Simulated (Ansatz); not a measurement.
## BH5NP, SMILES NBP: vertical and adiabatic energies of changing the electron count, step by step

Computed with the Ansatz DFT code, driven from Python.

Contents of `bh5np.xyz`:
```text
8

N     1.06330    0.57520    0.16970
B     0.16830   -0.60940   -0.15690
P    -1.74930   -0.40400   -0.13680
H     1.69380    0.71560   -0.65110
H     1.66520    0.28920    0.97390
H     0.64450   -1.65760   -0.42360
H    -1.72460    0.81720   -0.92330
H    -1.76110    0.27370    1.14820
```

Interactive session:
```pycon
>>> import itertools
>>> import ansatz as az
>>> from ase.data import atomic_numbers, covalent_radii
>>> import numpy as np
>>> BASIS = "cc-pVDZ"
>>> XC = "PBE0"
>>> NET_CHARGE = 1
>>> mol = az.Crystal.molecule_from_extxyz("bh5np.xyz")
>>> setup = mol.calculation().basis(gaussian=BASIS).functional(XC)
>>> symbols = [site.symbol for site in mol.cartesian_sites]
>>> start = np.array([site.position_ang for site in mol.cartesian_sites], dtype=float)
>>> data = setup.relax(force_tolerance=0.01, max_steps=100).run().report
>>> end = np.array(data["positions_ang"])
>>> minimum = az.Crystal.molecule()
>>> for symbol, place in zip(symbols, end):
...     minimum = minimum.atom(symbol, place.tolist())
...
>>> ion = minimum.calculation().basis(gaussian=BASIS).functional(XC).charge(NET_CHARGE).spin("collinear", total=1)
>>> vertical = ion.run().report
>>> settled = ion.relax(force_tolerance=0.01, max_steps=80).run().report
>>> print(f"vertical ionisation energy   {vertical['free_energy_ev'] - data['free_energy_ev']:.3f} eV")
vertical ionisation energy   9.181 eV
>>> print(f"adiabatic, no zero point     {settled['free_energy_ev'] - data['free_energy_ev']:.3f} eV")
adiabatic, no zero point     8.473 eV
>>> print(f"relaxation energy of the ion {vertical['free_energy_ev'] - settled['free_energy_ev']:.3f} eV")
relaxation energy of the ion 0.708 eV
>>> ionised = np.array(settled["positions_ang"])
>>> # pairs closer than 1.2 times the sum of covalent radii, before or after
>>> radius = [covalent_radii[atomic_numbers[s]] for s in symbols]
>>> span = lambda where, i, j: np.linalg.norm(where[i] - where[j])
>>> bonded = [(i, j) for i, j in itertools.combinations(range(len(symbols)), 2) if min(span(end, i, j), span(ionised, i, j)) < 1.2 * (radius[i] + radius[j])]
>>> print("pair        before    after (A)")
pair        before    after (A)
>>> for i, j in bonded:
...     print(f"{symbols[i]}{i}-{symbols[j]}{j}".ljust(10), f"{span(end, i, j):8.4f} {span(ionised, i, j):8.4f}")
...
N0-B1        1.3901   1.3692
N0-H3        1.0120   1.0151
N0-H4        1.0119   1.0185
B1-P2        1.9301   1.9382
B1-H5        1.2087   1.1948
P2-H6        1.4335   1.4172
P2-H7        1.4301   1.4139
>>> for first, second in list(itertools.combinations(bonded, 2)):
...     shared = set(first) & set(second)
...     if shared and symbols[(j := shared.pop())] != "H":
...         i, k = sorted((set(first) | set(second)) - {j})
...         u, v = ionised[i] - ionised[j], ionised[k] - ionised[j]
...         angle = np.degrees(np.arccos(np.clip(u @ v / np.linalg.norm(u) / np.linalg.norm(v), -1, 1)))
...         print(f"final angle {symbols[i]}{i}-{symbols[j]}{j}-{symbols[k]}{k}: {angle:.2f} deg")
...
final angle B1-N0-H3: 126.82 deg
final angle B1-N0-H4: 120.32 deg
final angle N0-B1-P2: 119.22 deg
final angle N0-B1-H5: 127.16 deg
final angle H3-N0-H4: 112.86 deg
final angle P2-B1-H5: 113.62 deg
final angle B1-P2-H6: 125.02 deg
final angle B1-P2-H7: 119.62 deg
final angle H6-P2-H7: 109.09 deg
```

The energies are electronic: no zero-point or thermal terms, and the basis set is short of its limit. The product may relax into another structure. Each relaxation finds its nearest minimum, which needn't be the lowest. Wall time of the script: 75 s on 1 thread of Arm Neoverse V2, with other jobs on the host, peak memory 0.24 GiB.
